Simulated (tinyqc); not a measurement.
RHF in the sto-6g basis, for HF, spin multiplicity 1, step by step. One step of it, computed by the program tinyqc.

Task: Iteration 3: DIIS coefficients. Solve [B -1; -1 0][c; lambda] = [0; -1] for the coefficients, which sum to one.

B (overlaps of the stored error matrices), lower triangle:
```
               1              2              3
1  3.4693092e+00
2  5.6545232e-02  1.4373267e-01
3  7.7157374e-03  1.7060714e-02  2.9127853e-03
```

Give: DIIS coefficients.

Result:

DIIS coefficients: -0.0001  -0.1257  1.1258
